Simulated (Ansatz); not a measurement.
# BPH+ (triplet): wave-function methods side by side, def2-QZVPP

The task here is to estimate one member of a computed series from the others.

Program: Ansatz 0.2.0, Gaussian basis. Level of theory: def2-QZVPP, core rule «outside noble gas», up to 6 orbitals frozen. These are calculated values, not measurements.

To be run: UHF; ROHF; CCSD(T) on UHF.

## The system

The geometry is a PBE0/def2-TZVP stationary point (not a proven minimum) of the parent state, kept for this charge and spin.

3 atoms, charge 1, spin multiplicity 3.

Atoms are counted from 1 here; the program's logs count them from 0.

Bond lengths: B1–P2 1.858 Å, P2–H3 1.442 Å. Angles: B1–P2–H3 101.3°.

The first run:

in.yaml

```yaml
crystal:
  periodic: [false, false, false]
  atoms:
    - {symbol: B, position_ang: [0.000000, 0.086612, 1.392821]}
    - {symbol: P, position_ang: [0.000000, -0.072913, -0.458159]}
    - {symbol: H, position_ang: [0.000000, 1.311623, -0.860062]}
basis:
  gaussian: {orbitals: "def2-QZVPP.json"}
total_charge: 1
magnetization: {spin_polarized: true, initial_magnetization: 2}
hamiltonian: {xc: hf}
output: {orbitals: {seedname: orbitals}}
```

Launch:

```bash
> ansatz run in.yaml --threads 1 --pin off --events-out ev --progress --plain --max-ram 2393MiB
```

Among the steps run: UHF; ROHF; CCSD(T) on UHF.

One table of the session follows, with a row left open; its other results are not shown here.

```
  method  from UCCSD(T) (kcal/mol)
    ROHF                   +137.90
     UHF                   +135.14
    UMP2                    +25.75
   UCCSD                         ?
UCCSD(T)                         0
```

Estimate the missing values for UCCSD.

**Answer.** from UCCSD(T) (kcal/mol): +7.05. In the column «from UCCSD(T) (kcal/mol)» it lies between UCCSD(T) (0) and UMP2 (+25.75).
